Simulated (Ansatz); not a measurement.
**H₂S (triplet): the correlation ladder at distance H1–H2 along a hydrogen transfer = 0.898 Å, cc-pVDZ**

Aim: climb from Hartree-Fock through coupled cluster and multireference methods for H₂S (triplet) at one geometry and basis, and see what each rung misses.

Program: Ansatz 0.2.0, Gaussian basis. Level of theory: cc-pVDZ, core rule «outside noble gas», up to 5 orbitals frozen. These are calculated values, not measurements.

To be run: UHF; CCSD(T) on ROHF; CCSD(T) on UHF; BCCD(T) on ROHF; CISD; CCSDT(Q) on ROHF; CCSDT(Q) on UHF; CCSDTQ on ROHF; CCSDTQ on UHF; CASSCF and MRCISD+Q, 4 electrons in 4 orbitals; CASSCF and NEVPT2, 4 electrons in 4 orbitals; CASSCF and MRCISD+Q, 8 electrons in 6 orbitals; CASSCF and MRCISD+Q(relaxed), 8 electrons in 6 orbitals; CASSCF and NEVPT2, 8 electrons in 6 orbitals; Full CI.

## 1. The system

The geometry derives from fragments relaxed apart (PBE0/def2-TZVP) and kept rigid, so it is no stationary point. A hydrogen atom is moved between rigid fragments.

3 atoms, charge 0, spin multiplicity 3.

Atoms are counted from 1 here; the program's logs count them from 0.

Bond lengths: H2–S3 1.494 Å.

## 2. UHF

File in.yaml:

```yaml
crystal:
  periodic: [false, false, false]
  atoms:
    - {symbol: H, position_ang: [0.000000, 0.000000, -1.096667]}
    - {symbol: H, position_ang: [0.000000, 0.000000, -0.198667]}
    - {symbol: S, position_ang: [0.000000, 0.000000, 1.295333]}
basis:
  gaussian: {orbitals: cc-pVDZ}
magnetization: {spin_polarized: true, initial_magnetization: 2}
hamiltonian: {xc: hf}
output: {orbitals: {seedname: orbitals}}
```

On the command line:

```sh
ansatz run in.yaml --threads 1 --pin off --events-out ev --progress --plain --max-ram 4096MiB --backend cpu
```

After this run come: CCSD(T) on ROHF; CCSD(T) on UHF; BCCD(T) on ROHF; CISD; CCSDT(Q) on ROHF; CCSDT(Q) on UHF; CCSDTQ on ROHF; CCSDTQ on UHF; CASSCF and MRCISD+Q, 4 electrons in 4 orbitals; CASSCF and NEVPT2, 4 electrons in 4 orbitals; CASSCF and MRCISD+Q, 8 electrons in 6 orbitals; CASSCF and MRCISD+Q(relaxed), 8 electrons in 6 orbitals; CASSCF and NEVPT2, 8 electrons in 6 orbitals; Full CI.

**Question.** What will the summary of the whole plan be? Wanted: FCI below the RHF energy; RMP2 from FCI; UMP2 from FCI; RCCSD from FCI; RCCSD(T) from FCI; UCCSD(T) from FCI; RCCSDT(Q) from FCI; UCCSDT(Q) from FCI; NEVPT2 pair from FCI.

**Answer**, as computed:

```
                         quantity                                                                                                                             value
         FCI below the RHF energy                                                                                                                        -4.4435 eV
                    RMP2 from FCI                                                                                                                        +752.8 meV
                    UMP2 from FCI                                                                                                                        +802.1 meV
                   RCCSD from FCI                                                                                                                         +94.8 meV
                RCCSD(T) from FCI                                                                                                                         +18.7 meV
                UCCSD(T) from FCI                                                                                                                         +19.1 meV
               RCCSDT(Q) from FCI                                                                                                                          +0.6 meV
               UCCSDT(Q) from FCI                                                                                                                          +0.4 meV
             NEVPT2 pair from FCI                                                                                                                        +680.3 meV
          NEVPT2 valence from FCI                                                                                                                        +855.7 meV
        MRCISD+Q valence from FCI                                                                                                                         -11.4 meV
levels within 1 kcal/mol (43 meV)  RCCSD(T), UCCSD(T), BCCD(T), RCCSDT, UCCSDT, RCCSDT(Q), UCCSDT(Q), RCCSDTQ, UCCSDTQ, MRCISD+Q valence, MRCISD+Q(relaxed) valence
                    T1 diagnostic                                                                                                                             0.022
   effectively unpaired electrons                                                                                                                              2.03
```

RCCSD(T) misses by +18.7 meV, 0.4 % of the correlation energy. MRCISD+Q valence, MRCISD+Q(relaxed) valence fall below full CI: the +Q correction isn't variational, and the cores differ from full CI's. One determinant dominates. Of the multireference levels listed MRCISD+Q valence comes nearest in total energy (-11.4 meV), which doesn't show that its space is the better one. These misses are within one basis, not against nature; the frozen cores of restricted and unrestricted runs differ, which can shift their rows.
